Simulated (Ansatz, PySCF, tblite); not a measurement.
Potential energy curve for LiH, singlet.

- UCCSD = Ansatz (a first-principles code) with CCSD on UHF/aug-cc-pVDZ, frozen core
- UHF/6-31G* = PySCF with unrestricted Hartree-Fock/6-31G*, spherical d
- RKS-PBE0 = restricted PBE0/aug-cc-pVDZ (Ansatz)
- GFN2-xTB, 300 K electronic temperature (tblite)
- UMP2 = MP2 on UHF/aug-cc-pVDZ, frozen core in Ansatz

Energies are in mEh, each relative to the lowest point of its own curve near equilibrium.

| R / Å | UCCSD | UHF/6-31G* | RKS-PBE0 | GFN2-xTB | UMP2 |
|---|---|---|---|---|---|
| 1.20 | 33.7 | 38.2 | 32.3 | 4.7 | 33.9 |
| 1.26 | 22.8 | 26.2 | 21.6 | 1.8 | 22.9 |
| 1.34 | 12.4 | 14.6 | 11.6 | 0.0 | 12.4 |
| 1.45 | 4.0 | 5.0 | 3.5 | 0.5 | 3.9 |
| 1.52 | 1.3 | 1.8 | 1.0 | 2.0 | 1.2 |
| 1.54 | ___ | 1.2 | 0.6 | 2.6 | 0.7 |
| 1.60 | 0.0 | 0.1 | 0.0 | 4.5 | 0.0 |
| 1.65 | 0.0 | 0.0 | 0.1 | 6.5 | 0.1 |
| 1.69 | ___ | 0.3 | 0.6 | 8.1 | 0.5 |
| 1.75 | 1.4 | 1.4 | 1.9 | ___ | 1.6 |
| 1.87 | 4.9 | 5.2 | 5.7 | 16.8 | 5.4 |
| 2.00 | 10.1 | 11.1 | 11.3 | 23.2 | 11.0 |
| 2.13 | 16.1 | 18.1 | 17.9 | 29.8 | 17.6 |
| 2.41 | 30.2 | 32.6 | 33.1 | 46.4 | 40.3 |
| 2.62 | 40.5 | 39.2 | 44.5 | 59.2 | 54.4 |
| 2.88 | 52.2 | 44.2 | 57.7 | 74.5 | 64.2 |
| 3.20 | 64.1 | 47.6 | 72.1 | 92.0 | 70.4 |
| 3.54 | 73.3 | ___ | 85.0 | 108.5 | 73.5 |
| 3.88 | 79.2 | 50.3 | 95.6 | 122.4 | 75.1 |
| 4.34 | 83.2 | 50.8 | 106.8 | 137.1 | 76.1 |
| 4.73 | 84.7 | 51.0 | ___ | — | 76.4 |
| 5.58 | 85.7 | 51.2 | 124.4 | — | 76.6 |
| 6.40 | 85.9 | ___ | 130.2 | — | 76.7 |

### Question
What belongs in the gaps?

### Answer

- 1.54, UCCSD: 0.8
- 1.69, UCCSD: 0.4
- 1.75, GFN2-xTB: 10.9
- 3.54, UHF/6-31G*: 49.4
- 4.73, RKS-PBE0: 114.0
- 6.40, UHF/6-31G*: 51.3

A dash means that the run gave no value there, or that the column was ended at a point which the program doubted or which failed a test of continuity chosen for this set; such a test can also cut sound points.

The unrestricted determinant behind UCCSD, UHF/6-31G*, UMP2 is spin-contaminated at 2.41 to 6.40 Å (<S²> up to 1.0, against 0.00 for a pure singlet). With two correlated electrons CCSD is exact in the basis where it finds the lowest root (UCCSD). The restricted form behind RKS-PBE0 keeps the bonding electrons paired and can't separate into open-shell fragments.
